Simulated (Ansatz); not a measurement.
FNO₂ (`O=[N+]([O-])F`), relaxed with RKS PBE-D4/def2-SVP in Ansatz from a rough embedded geometry. The force threshold is 0.03 eV/Å; the program also tests the step.

The species carries charge 0 and has multiplicity 1.

Start:

```xyz
4

O     0.891    0.596   -0.591
N     0.181   -0.033    0.052
O     0.209   -0.791    0.910
F    -1.281    0.228   -0.372
```

By how much does the energy fall, and how many steps does the optimiser take? (Best estimate.)

Computed: 0.18 eV, in 4 steps, 1 of them rejected.

Which bonds change most? (Estimate.)

The calculation gave: N2–F4 from 1.545 to 1.495 Å; O1–N2 from 1.145 to 1.187 Å; N2–O3 from 1.145 to 1.187 Å.

Give the relaxed structure. (An estimate is asked.)

The calculation gave: 
```xyz
4

O     0.913    0.608   -0.603
N     0.143   -0.025    0.041
O     0.217   -0.809    0.930
F    -1.273    0.226   -0.369
```
